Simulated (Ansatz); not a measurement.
## CF (charge -1): a composite energy at a relaxed geometry, step by step

Program: Ansatz 0.2.0 through its Python package.

Run as a notebook:

In [1]:
```python
import itertools

import ansatz as az
from ase.data import atomic_numbers, covalent_radii
import numpy as np
```

In [2]:
```python
geometry_ang = [
    ("C", (0.0, 0.0, 0.0)),
    ("F", (0.0, 0.0, 1.425)),
]
system = az.Crystal.molecule()
for symbol, xyz in geometry_ang:
    system = system.atom(symbol, xyz)
```

In [3]:
```python
model = (
    system.calculation()
    .basis(gaussian="def2-SVP")
    .functional("r2scan", dispersion="d4")
    .charge(-1)
    .spin("collinear", total=2)
)
symbols = [site.symbol for site in system.cartesian_sites]
start = np.array([site.position_ang for site in system.cartesian_sites], dtype=float)
r = model.relax(force_tolerance=0.01).run(threads=1).report
end = np.array(r["positions_ang"])
radius = [covalent_radii[atomic_numbers[s]] for s in symbols]
span = lambda where, i, j: np.linalg.norm(where[i] - where[j])
bonded = [(i, j) for i, j in itertools.combinations(range(len(symbols)), 2) if min(span(start, i, j), span(end, i, j)) < 1.2 * (radius[i] + radius[j])]
print("pair        before    after (A)")
for i, j in bonded:
    print(f"{symbols[i]}{i}-{symbols[j]}{j}".ljust(10), f"{span(start, i, j):8.4f} {span(end, i, j):8.4f}")
```
```text
pair        before    after (A)
C0-F1        1.4250   1.4508
```

In [4]:
```python
minimum = az.Crystal.molecule()
for symbol, place in zip(symbols, end):
    minimum = minimum.atom(symbol, place.tolist())
at_minimum = minimum.calculation().charge(-1).spin("collinear", total=2)
level = lambda method, basis: at_minimum.basis(gaussian=basis).correlation(method).run(threads=1).report
small, large, cluster = level("mp2", "cc-pVDZ"), level("mp2", "cc-pVTZ"), level("ccsd_t", "cc-pVDZ")
corr = lambda each: (each["free_energy_ev"] - each["reference_energy_ev"]) / 27.211386246
mp2_limit = (27 * corr(large) - 8 * corr(small)) / 19
pieces = {"HF / cc-pVTZ": large["reference_energy_ev"] / 27.211386246, "MP2 correlation, DZ-TZ limit": mp2_limit, "CCSD(T) - MP2 / cc-pVDZ": corr(cluster) - corr(small)}
for name, value in pieces.items():
    print(f"{name:32s} {value:14.6f} Ha")
print(f"{'sum':32s} {sum(pieces.values()):14.6f} Ha")
print("T1 diagnostic", round(cluster["correlation"]["coupled_cluster"]["t1_diagnostic"], 4))
```
```text
HF / cc-pVTZ                        -137.209266 Ha
MP2 correlation, DZ-TZ limit          -0.403617 Ha
CCSD(T) - MP2 / cc-pVDZ               -0.022197 Ha
sum                                 -137.635080 Ha
T1 diagnostic 0.0181
```

Notes:
- Total energies depend on the basis set; only differences at equal settings carry meaning.
- The sum leaves out core correlation, relativity, the Hartree-Fock basis error and zero-point energy; a DZ-TZ extrapolation is rough.
- The species is open-shell (spin multiplicity 3).
- Inner cores stay frozen, so this is valence correlation.
- The spin state was assumed, and another may lie lower.
- Anions want diffuse functions, which this basis lacks.
- Wall time of the script: 6 s on 1 thread of Arm Neoverse V1, on a shared host, peak memory 0.18 GiB.
